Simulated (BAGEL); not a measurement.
**HF/STO-3G (density fitting with qzvpp-jkfit) run of AlSiNH8 (SMILES [AlH3-][NH2+][SiH3])**

What is the energy change on altering one bond length of AlSiNH8 at HF/STO-3G (density fitting with qzvpp-jkfit)? 

Program for the calculation: BAGEL 1.2.2.

3 further runs of the same task are left out: 1 that didn't finish, 2 set aside as unsound or not needed. Runs told in other sessions of the task aren't counted.

## 1. Starting point

The species is AlSiNH8 (11 atoms), meant as a singlet with charge 0. As SMILES, `[AlH3-][NH2+][SiH3]`. Geometry: relaxed at PBE0-D4/def2-TZVP.

Bond lengths: Al1–N2 2.069 Å, N2–Si3 1.792 Å, Al1–H4 1.609 Å, Al1–H5 1.602 Å, Al1–H6 1.601 Å, N2–H7 1.016 Å, N2–H8 1.016 Å, Si3–H9 1.487 Å, Si3–H10 1.476 Å, Si3–H11 1.475 Å. Some angles: Al1–N2–Si3 109.4°, Al1–N2–H7 107.3°, Al1–N2–H8 107.7°, Si3–N2–H7 112.7°, Si3–N2–H8 112.4°, N2–Al1–H4 97.1°, N2–Al1–H5 100.0°, N2–Al1–H6 101.1°, N2–Si3–H9 108.4°, N2–Si3–H10 107.2°.

## 2. The energy at HF/STO-3G (density fitting with qzvpp-jkfit)

Input file input.json:

```json
{ "bagel" : [

{
  "title" : "molecule",
  "basis" : "sto-3g",
  "df_basis" : "qzvpp-jkfit",
  "angstrom" : true,
  "geometry" : [
    { "atom" : "Al", "xyz" : [      -0.900100,       1.211100,      -0.740800 ] },
    { "atom" : "N", "xyz" : [      -0.028300,       0.143500,       0.802700 ] },
    { "atom" : "Si", "xyz" : [       0.876200,      -1.248700,       0.128600 ] },
    { "atom" : "H", "xyz" : [      -0.721100,       0.091900,      -1.882400 ] },
    { "atom" : "H", "xyz" : [       0.093800,       2.465300,      -0.806700 ] },
    { "atom" : "H", "xyz" : [      -2.377200,       1.435300,      -0.165100 ] },
    { "atom" : "H", "xyz" : [       0.566700,       0.786500,       1.316700 ] },
    { "atom" : "H", "xyz" : [      -0.768500,      -0.144800,       1.435900 ] },
    { "atom" : "H", "xyz" : [       1.651500,      -1.882900,       1.228300 ] },
    { "atom" : "H", "xyz" : [       1.794800,      -0.716800,      -0.896700 ] },
    { "atom" : "H", "xyz" : [      -0.122500,      -2.197400,      -0.400100 ] }
  ]
},

{ "title" : "hf", "charge" : 0 },

{ "title" : "print", "file" : "orbitals.molden", "orbitals" : true }

]}
```

Run with:

```console
$ BAGEL_NUM_THREADS=1 BAGEL input.json > input.out
```

What it wrote:

```text
* using 1 threads per process

  ===============================================================
  ===============================================================

  *** Geometry ***

  { "atom" : "Al", "xyz" : [     -1.700942,      2.288647,     -1.399909 ] },
  { "atom" : "N", "xyz" : [     -0.053479,      0.271176,      1.516883 ] },
  { "atom" : "Si", "xyz" : [      1.655778,     -2.359701,      0.243019 ] },
  { "atom" : "H", "xyz" : [     -1.362682,      0.173666,     -3.557220 ] },
  { "atom" : "H", "xyz" : [      0.177256,      4.658742,     -1.524442 ] },
  { "atom" : "H", "xyz" : [     -4.492257,      2.712324,     -0.311994 ] },
  { "atom" : "H", "xyz" : [      1.070908,      1.486270,      2.488202 ] },
  { "atom" : "H", "xyz" : [     -1.452255,     -0.273632,      2.713458 ] },
  { "atom" : "H", "xyz" : [      3.120883,     -3.558165,      2.321151 ] },
  { "atom" : "H", "xyz" : [      3.391680,     -1.354556,     -1.694517 ] },
  { "atom" : "H", "xyz" : [     -0.231491,     -4.152484,     -0.756079 ] },

  Number of auxiliary basis functions:      477

  Since a DF basis is specified, we compute 2- and 3-index integrals:
    o Being stored without compression. Storage requirement is 0.004 GB

  Number of basis functions:       31
  Number of electrons      :       42

    * METHOD: MOLECULE                             0.27

  *** RHF ***

  === Nuclear Repulsion ===
   154.2129064566

      * DIIS with orbital gradients will be used.

  === RHF iteration (sto-3g) ===
      0       -582.98593500          0.00866808           0.03
      1       -583.02103380          0.00196948           0.03
      2       -583.02304462          0.00036940           0.03
      3       -583.02311679          0.00005062           0.03
      4       -583.02311824          0.00001233           0.03
      5       -583.02311831          0.00000305           0.03
      6       -583.02311832          0.00000049           0.03
      7       -583.02311832          0.00000006           0.03
      8       -583.02311832          0.00000001           0.03
      9       -583.02311832          0.00000000           0.03
    * SCF iteration converged.

    * Permanent dipole moment:
           (   -0.950280,     1.206246,    -1.423208) a.u.

    * METHOD: HF                                   0.43

    * METHOD: PRINT                                0.01

  ===============================================================
```

Wall time 0.87 s (1 thread of Arm Neoverse N1, shared host); peak memory 0.083 GiB.

## 3. The distorted shape, same level

Input file job.json:

```json
{ "bagel" : [

{
  "title" : "molecule",
  "basis" : "sto-3g",
  "df_basis" : "qzvpp-jkfit",
  "angstrom" : true,
  "geometry" : [
    { "atom" : "Al", "xyz" : [       0.281599,       1.031737,      -1.201367 ] },
    { "atom" : "N", "xyz" : [       1.153399,      -0.035863,       0.342133 ] },
    { "atom" : "Si", "xyz" : [       2.057899,      -1.428063,      -0.331967 ] },
    { "atom" : "H", "xyz" : [       0.460599,      -0.087463,      -2.342967 ] },
    { "atom" : "H", "xyz" : [       1.275499,       2.285937,      -1.267267 ] },
    { "atom" : "H", "xyz" : [      -2.377200,       1.435300,      -0.165100 ] },
    { "atom" : "H", "xyz" : [       1.748399,       0.607137,       0.856133 ] },
    { "atom" : "H", "xyz" : [       0.413199,      -0.324163,       0.975333 ] },
    { "atom" : "H", "xyz" : [       2.833199,      -2.062263,       0.767733 ] },
    { "atom" : "H", "xyz" : [       2.976499,      -0.896163,      -1.357267 ] },
    { "atom" : "H", "xyz" : [       1.059199,      -2.376763,      -0.860667 ] }
  ]
},

{
  "title" : "hf"
},

{
  "title" : "print",
  "file" : "orbitals.molden",
  "orbitals" : true
}

]}
```

Run with:

```console
$ BAGEL_NUM_THREADS=1 BAGEL job.json > job.out
```

What it wrote:

```text
* using 1 threads per process

  ===============================================================
  ===============================================================

  *** Geometry ***

  { "atom" : "Al", "xyz" : [      0.532145,      1.949700,     -2.270255 ] },
  { "atom" : "N", "xyz" : [      2.179608,     -0.067771,      0.646538 ] },
  { "atom" : "Si", "xyz" : [      3.888866,     -2.698648,     -0.627327 ] },
  { "atom" : "H", "xyz" : [      0.870406,     -0.165281,     -4.427566 ] },
  { "atom" : "H", "xyz" : [      2.410344,      4.319795,     -2.394788 ] },
  { "atom" : "H", "xyz" : [     -4.492257,      2.712324,     -0.311994 ] },
  { "atom" : "H", "xyz" : [      3.303995,      1.147323,      1.617857 ] },
  { "atom" : "H", "xyz" : [      0.780833,     -0.612579,      1.843112 ] },
  { "atom" : "H", "xyz" : [      5.353970,     -3.897112,      1.450805 ] },
  { "atom" : "H", "xyz" : [      5.624768,     -1.693503,     -2.564863 ] },
  { "atom" : "H", "xyz" : [      2.001596,     -4.491431,     -1.626425 ] },

  Number of auxiliary basis functions:      477

  Since a DF basis is specified, we compute 2- and 3-index integrals:
    o Being stored without compression. Storage requirement is 0.004 GB

  Number of basis functions:       31
  Number of electrons      :       42

    * METHOD: MOLECULE                             0.28

  *** RHF ***

  === Nuclear Repulsion ===
   151.3663538782

      * DIIS with orbital gradients will be used.

  === RHF iteration (sto-3g) ===
      0       -582.66675139          0.01142056           0.03
      1       -582.75894345          0.00572190           0.03
      2       -582.77308267          0.00138858           0.03
      3       -582.77413878          0.00016135           0.03
      4       -582.77415217          0.00003121           0.03
      5       -582.77415267          0.00000756           0.03
      6       -582.77415269          0.00000214           0.03
      7       -582.77415270          0.00000047           0.03
      8       -582.77415270          0.00000010           0.03
      9       -582.77415270          0.00000002           0.03
     10       -582.77415270          0.00000000           0.03
    * SCF iteration converged.

    * Permanent dipole moment:
           (   -2.392527,     1.488794,    -0.926895) a.u.

    * METHOD: HF                                   0.45

    * METHOD: PRINT                                0.00

  ===============================================================
```

It took 0.91 s on 1 thread of Arm Neoverse N1, shared host; peak memory 0.083 GiB.

## 4. Summary of results

Level: HF/STO-3G (density fitting with qzvpp-jkfit).

```
                                                          quantity          value
                                         first shape: total energy  -583.02312 Eh
                                        first shape: dipole moment         5.32 D
                                          first shape: HOMO energy       -7.59 eV
                                          first shape: LUMO energy       11.52 eV
                                        first shape: HOMO–LUMO gap       19.11 eV
                                     distorted shape: total energy  -582.77415 Eh
                                    distorted shape: dipole moment         7.54 D
                                      distorted shape: HOMO energy       -2.30 eV
                                      distorted shape: LUMO energy        6.67 eV
                                    distorted shape: HOMO–LUMO gap        8.97 eV
energy change with the Al1–H6 bond stretched from 1.601 to 2.882 Å       6.775 eV
```

What this shows: With the Al1–H6 bond stretched from 1.601 to 2.882 Å the energy rises by 6.77 eV (156 kcal/mol). The first shape isn't relaxed at this level, so the change isn't measured from a minimum. A restricted reference can't describe the breaking bond well at this length. The minimal basis adds a large error of its own.
